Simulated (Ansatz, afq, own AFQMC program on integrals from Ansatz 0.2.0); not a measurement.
**SiHCl, triplet: AFQMC among the cluster methods**

```xyz
3

Cl    0.0000    0.0000   -1.5573
H     0.0000    0.0000    0.0027
Si    0.0000    0.0000    1.5547
```

Connectivity, by distances: Cl ··· Si, 1 bridging H.

Basis cc-pVTZ. Only valence electrons are correlated. AFQMC by an in-house program on the Cholesky factors that Ansatz 0.2.0 writes for its CCSD(T) run. ph-AFQMC/CISD is guided by a CISD state made of CCSD amplitudes; releasing the constraint for a short imaginary time cuts its bias at the price of noise, slowly where states lie close. ± is one standard error of the sampling.

Determinant: UHF, the one that the program's search chose, which needn't be the lowest solution. The geometry is a point of a scan.

No full CI on the walks' own integrals is used here; CCSDT(Q) serves as the reference and is uncertain by about the last step of the cluster series.

Cautions: lower spins were not checked.

The T1 diagnostic is 0.0173. The weight of the determinant in the CISD state is 0.852 and the ⟨S²⟩ of the determinant is 2.037. The size of the correlated space is 12 electrons in 72 orbitals.

Reference: CCSDT(Q), correlation energy -8.829 eV. The released energy is read at 2.40 1/Eh (meV from the phaseless value at times in 1/Eh: -8 ± 6 at 0.24, -10 ± 5 at 0.51, -28 ± 5 at 0.99, -32 ± 6 at 1.62, -31 ± 8 at 2.40).

```csv
level,E − E(reference) (mEh),share of correlation (%)
HF,324.45,0.00
MP2,52.07,83.95
CCSD,15.00,95.38
CCSD(T),2.16,99.33
CCSDT,0.68,99.79
ph-AFQMC/HF,4.10 ± 1.05,98.74
ph-AFQMC/CISD,1.15 ± 0.21,99.65
released AFQMC,0.00 ± 0.29,100.00
```

A walk keeps the symmetry of its determinant, which the program's search chose and which needn't be the lowest solution, so a lower state of the same spin and another symmetry isn't excluded. Released energies are given only where the last usable release times agree within the noise; a slower fall can still hide under it.
